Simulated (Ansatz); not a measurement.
# Two structures, one formula

Two relaxed structures of CH₆NSi (charge -1), singlet (PBE0-D4/def2-TZVPD; forces vanish, vibrations not checked).

A:

C1  (-0.458, 0.412, -0.967)
N2  (-0.284, 0.944, 0.416)
Si3  (0.243, -0.691, 0.522)
H4  (0.289, 0.765, -1.695)
H5  (-1.472, 0.553, -1.372)
H6  (0.153, 1.841, 0.582)
H7  (1.502, -1.231, -0.147)
H8  (-0.766, -1.816, 0.661)
H9  (0.793, -0.777, 2.000)
(Å)

B:

```xyz
9
angstrom
C -1.2237 1.0510 -0.9764
N -0.1270 0.8928 -0.3085
Si 0.5160 -0.5624 0.8922
H 0.6971 0.4872 1.9715
H -1.8388 0.1365 -0.7545
H 0.5421 1.6593 -0.4138
H 1.7239 -0.6996 -0.0138
H -0.8260 -1.2015 0.5774
H 0.9681 -1.7392 1.8300
```

Ansatz 0.2.0; basis: def2-TZVPPD; cores frozen in the correlated methods. B3LYP uses VWN-RPA correlation.

Which structure is lower at CCSD(T), and by how much? (Judge from chemistry; the value comes from the calculation.)

Computed: A, by 14.88 kcal/mol (electronic energy, against the other). By their contacts, A is CH₆NSi ([CH2]1[NH][SiH3]1), total charge -1 and B is CH₆NSi ([CH][NH][SiH4]), total charge -1.

All methods give the same order:

```
   method  E(B) − E(A) (kcal/mol)
   PBE-D4                   17.35
r2SCAN-D4                   18.08
  PBE0-D4                   19.15
 B3LYP-D4                   14.20
  wB97M-V                   15.60
       HF                   10.31
      MP2                   19.71
     CCSD                   14.99
  CCSD(T)                   14.88
```

The T1 diagnostic stays at or below 0.016.

Labels in which every atom is bracketed show which atoms are joined, not bond orders.

For scale, one of the runs: CCSD(T)/def2-TZVPPD, 224 basis functions, launched by `ansatz run in.yaml --threads 2 --pin off --events-out ev --progress --plain --max-ram 4352MiB`. Time: 92 s of wall clock on 2 CPU threads of an Arm Neoverse V1; the host was shared. Peak host memory: 3.5 GiB.
